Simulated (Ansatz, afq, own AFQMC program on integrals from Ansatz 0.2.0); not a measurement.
Two steps: Ansatz 0.2.0 writes the Fock matrix and Cholesky factors of the valence space, and afq projects on them the lowest state that overlaps trial and start.

```yaml
crystal:
  periodic: [false, false, false]
  atoms:
    - {symbol: H, position_ang: [0.000000, 0.000000, -1.114667]}
    - {symbol: H, position_ang: [0.000000, 0.000000, -0.277667]}
    - {symbol: Si, position_ang: [0.000000, 0.000000, 1.392333]}
basis:
  gaussian: {orbitals: cc-pVTZ}
magnetization: {spin_polarized: true, initial_magnetization: 2}
correlation: {method: ccsd_t, electrons: outside_noble_gas, hamiltonian_folder: ham}
```

```sh
$ ansatz run in.yaml --threads 1 --pin off --events-out ev --progress --plain --max-ram 16896MiB --backend cuda --devices 0, --max-vram 18GiB
```

afq runs on the folder ham with

```
--method phaseless --trial cisd --walkers 4000 --populations 20 --least-time 60 --time-step 0.005 --steps-per-block 50 --equilibration-blocks 28 --max-blocks 4000 --target-error 0.00015 --factor-cut 1e-05 --start spin_pure --seed 9609 --release-times 0.24,0.51,0.99,1.62,2.4 --release-step 0.03 --release-every 3 --taylor-order 6
```

Times are imaginary, in 1/Eh. The walk had a cap of 185 s. With eight or more populations the least sampling time is a fifth of least-time, and the error comes from their spread.

Log:

```
orbitals 57  electrons 4 2  factors 346 of 355
reference energy -289.95771050 Eh
CCSD correlation -0.12412593 Eh in 12 cycles, weight of the determinant in the CISD state 0.9079
energy of the start -290.081399 Eh
 block  time / (1/Eh)  mean weight  energy / Eh
     1     0.250  1.0000  -290.081132
     2     0.500  1.0000  -290.081809
     3     0.750  0.9996  -290.082624
     4     1.000  0.9998  -290.083481
     5     1.250  0.9999  -290.084092
    10     2.500  0.9998  -290.085745
    15     3.750  1.0002  -290.086530
    20     5.000  1.0002  -290.086862
    25     6.250  1.0000  -290.086801
    30     7.500  0.9999  -290.086429
    35     8.750  0.9999  -290.086770
    38     9.500  1.0002  -290.087086
    40    10.000  0.9999  -290.086893
    45    11.250  0.9999  -290.086806
    50    12.500  1.0002  -290.086560
    55    13.750  1.0003  -290.086170
    60    15.000  1.0002  -290.086724
    65    16.250  0.9998  -290.086367
    69    17.250  1.0004  -290.086169
    70    17.500  1.0000  -290.086397
    75    18.750  0.9995  -290.086828
    78    19.500  1.0000  -290.086680
error from the spread of 20 populations
released: time / (1/Eh)  energy / Eh  error  mean overlap
  0.24  -290.086749  0.000064  0.9974
  0.51  -290.086779  0.000054  0.9974
  0.99  -290.086835  0.000066  0.9971
  1.62  -290.086923  0.000060  0.9961
  2.40  -290.086761  0.000302  0.9911
energy -290.086617 +/- 0.000062 Eh
(rows thinned)
```

The run passed its tests (sampling time, drift between the halves within three errors, error under three times the target), which doesn't prove that it has relaxed.

Against this walk (error 1.7 meV) on the same determinant: CCSD(T) 19.5 meV higher, CCSDT(Q) 11.4 meV lower. The error is statistical and leaves out the bias of the constraint. Released to 1.62 1/Eh the energy lies 8.3 ± 2.3 meV (both errors) below the phaseless value, which shows part or all of the bias of the constraint, and CCSDT(Q) lies 3.1 meV below the released value.

Cautions: constraint bias not in the error; lower spins were not checked.

The walk took 40 s on 1 × NVIDIA H100 80GB HBM3 with 2 threads of AMD EPYC 7R13 Processor (Zen 3), with other jobs on the host (the card was shared). The log's last line is the phaseless energy.

CCSDT and higher add their correlation energy to the determinant of the CCSD(T) run, since their own runs factorise the integrals more tightly (a shift of under 2 meV). A walk keeps the symmetry of its determinant, which the program's search chose and which needn't be the lowest solution, so a lower state of the same spin and another symmetry isn't excluded.
